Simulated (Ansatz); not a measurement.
Born–Oppenheimer molecular dynamics of BCl₂ (3 atoms, charge 1, multiplicity 1). It starts from a relaxed structure.

Theory: Ansatz, RKS PBE0-D4/def2-SVP.

| Quantity | Value |
| --- | --- |
| ensemble | NVT, Langevin thermostat |
| time step | 1 fs |
| steps asked | 400 |
| set temperature | 200 K |
| friction | 0.005 /fs |
| temperature schedule | 100 steps to 200 K, then 300 steps to 400 K |
| seed | 385379 |

First frame:

```xyz
3
Properties=species:S:1:pos:R:3
Cl -1.274 0.789 -0.608
B 0.000 0.000 0.000
Cl 1.274 -0.789 0.608
```

(1) How far do the bonds stretch over the last three quarters of this one trajectory? (Pairs bonded in most of those frames.)

Results:

(1) 
```
  bond  mean (Å)  spread (Å)  shortest  longest
Cl1–B2     1.622       0.027      1.55     1.69
B2–Cl3     1.622       0.028      1.56     1.68
```

Mean temperature of the second half: 307 K. The schedule's set-point averaged 333 K over the second half and the system 307 K. A run of 0.4 ps of so small a system gives no equilibrium averages.

Time of the run: 4.4 min on 1 thread of Arm Neoverse V1 (shared host), peak memory 0.09 GiB.
